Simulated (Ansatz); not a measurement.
# Molecular dynamics, step by step

CH$_{7}$OSi (charge -1), singlet, PBE0-D4/def2-SVPD (Ansatz 0.2.0). Settings (timestep in fs, temperature in K; T counts 24 degrees of freedom):

```yaml
hamiltonian: {xc: pbe0, dispersion: d4}
md: {n_steps: 40, timestep: 0.5, temperature: 100, ensemble: nve, seed: 855, initial_velocities: maxwell_boltzmann}
```

Start:

| atom | x (Å) | y (Å) | z (Å) |
| --- | --- | --- | --- |
| O1 | -0.7227 | 0.1268 | -1.5511 |
| H2 | -0.8237 | 0.8943 | -2.1185 |
| C3 | 0.0827 | -1.1504 | 0.6098 |
| Si4 | 0.0973 | 0.6567 | -0.0323 |
| H5 | -0.3952 | -1.8575 | -0.0731 |
| H6 | -0.4281 | -1.1773 | 1.5787 |
| H7 | 1.1158 | -1.4667 | 0.7934 |
| H8 | 1.2705 | 1.2367 | -0.8256 |
| H9 | 0.8376 | 1.1064 | 1.3222 |
| H10 | -1.0341 | 1.6310 | 0.2965 |

```csv
step,time (fs),potential energy less the start (meV),kinetic energy (meV),T (K)
0,0.00,0.0,103.4,100
2,1.00,2.0,101.4,98
4,2.00,5.8,97.7,95
6,3.00,9.2,94.3,91
8,4.00,14.9,88.5,86
10,5.00,25.1,78.4,76
12,6.00,36.4,67.1,65
14,7.00,43.7,59.9,58
16,8.00,45.7,57.9,56
18,9.00,46.0,57.5,56
20,10.00,48.0,55.5,54
22,11.00,51.9,51.6,50
24,12.00,56.1,47.5,46
26,13.00,59.2,44.4,43
28,14.00,61.3,42.2,41
30,15.00,63.7,39.8,39
32,16.00,66.7,36.8,36
34,17.00,69.4,34.1,33
36,18.00,68.8,34.8,34
38,19.00,62.7,40.9,40
40,20.00,53.4,50.0,48
```

Step 10, positions (Å) and forces (eV/Å):

```json
{"atom": "O1", "x": "-0.726", "y": "0.129", "z": "-1.559", "Fx": "-0.307", "Fy": "-0.113", "Fz": "-0.454"}
{"atom": "H2", "x": "-0.821", "y": "0.861", "z": "-2.179", "Fx": "0.065", "Fy": "-0.124", "Fz": "0.210"}
{"atom": "C3", "x": "0.084", "y": "-1.161", "z": "0.626", "Fx": "0.088", "Fy": "-0.006", "Fz": "-0.561"}
{"atom": "Si4", "x": "0.098", "y": "0.665", "z": "-0.027", "Fx": "0.341", "Fy": "0.018", "Fz": "0.478"}
{"atom": "H5", "x": "-0.375", "y": "-1.812", "z": "-0.144", "Fx": "-0.082", "Fy": "0.052", "Fz": "0.334"}
{"atom": "H6", "x": "-0.458", "y": "-1.232", "z": "1.588", "Fx": "0.165", "Fy": "-0.057", "Fz": "-0.147"}
{"atom": "H7", "x": "1.130", "y": "-1.513", "z": "0.754", "Fx": "-0.242", "Fy": "0.181", "Fz": "0.201"}
{"atom": "H8", "x": "1.279", "y": "1.168", "z": "-0.866", "Fx": "0.055", "Fy": "0.106", "Fz": "0.042"}
{"atom": "H9", "x": "0.887", "y": "1.166", "z": "1.315", "Fx": "-0.181", "Fy": "-0.066", "Fz": "-0.139"}
{"atom": "H10", "x": "-1.075", "y": "1.602", "z": "0.303", "Fx": "0.099", "Fy": "0.008", "Fz": "0.035"}
```

Step 20, positions (Å) and forces (eV/Å):

```tsv
atom	x	y	z	Fx	Fy	Fz
O1	-0.733	0.128	-1.573	-0.187	-0.548	0.198
H2	-0.807	0.827	-2.215	0.048	0.351	-0.134
C3	0.086	-1.171	0.632	-0.194	0.537	-0.513
Si4	0.101	0.673	-0.018	0.354	-0.228	0.105
H5	-0.380	-1.771	-0.157	-0.150	-0.233	0.050
H6	-0.460	-1.296	1.580	0.056	0.078	-0.008
H7	1.114	-1.528	0.760	0.213	0.015	0.159
H8	1.297	1.122	-0.896	-0.107	0.086	0.172
H9	0.898	1.212	1.282	-0.151	-0.079	-0.037
H10	-1.096	1.576	0.316	0.117	0.022	0.009
```

Step 36, positions (Å) and forces (eV/Å):

```csv
atom,x,y,z,Fx,Fy,Fz
O1,-0.751,0.118,-1.594,0.036,-0.238,0.469
H2,-0.752,0.827,-2.233,0.032,0.242,-0.116
C3,0.087,-1.168,0.621,-0.463,-0.050,0.197
Si4,0.111,0.680,-0.004,-0.254,-0.625,-0.328
H5,-0.417,-1.796,-0.143,0.331,0.112,0.205
H6,-0.455,-1.341,1.587,0.214,0.388,-0.424
H7,1.116,-1.527,0.805,-0.045,0.018,-0.187
H8,1.291,1.100,-0.880,0.061,0.158,-0.041
H9,0.870,1.252,1.253,0.106,-0.087,0.304
H10,-1.093,1.557,0.337,-0.018,0.082,-0.079
```

Last step (40):

```json
{"atom": "O1", "x (Å)": "-0.7555", "y (Å)": "0.1142", "z (Å)": "-1.5980"}
{"atom": "H2", "x (Å)": "-0.7330", "y (Å)": "0.8317", "z (Å)": "-2.2287"}
{"atom": "C3", "x (Å)": "0.0860", "y (Å)": "-1.1657", "z (Å)": "0.6174"}
{"atom": "Si4", "x (Å)": "0.1129", "y (Å)": "0.6800", "z (Å)": "-0.0011"}
{"atom": "H5", "x (Å)": "-0.4066", "y (Å)": "-1.8072", "z (Å)": "-0.1302"}
{"atom": "H6", "x (Å)": "-0.4490", "y (Å)": "-1.3238", "z (Å)": "1.5799"}
{"atom": "H7", "x (Å)": "1.1091", "y (Å)": "-1.5232", "z (Å)": "0.8024"}
{"atom": "H8", "x (Å)": "1.2902", "y (Å)": "1.1072", "z (Å)": "-0.8746"}
{"atom": "H9", "x (Å)": "0.8703", "y (Å)": "1.2555", "z (Å)": "1.2728"}
{"atom": "H10", "x (Å)": "-1.0936", "y (Å)": "1.5609", "z (Å)": "0.3371"}
```

The run took about 42 s on 4 CPU threads of an Arm Neoverse V2 (shared host).
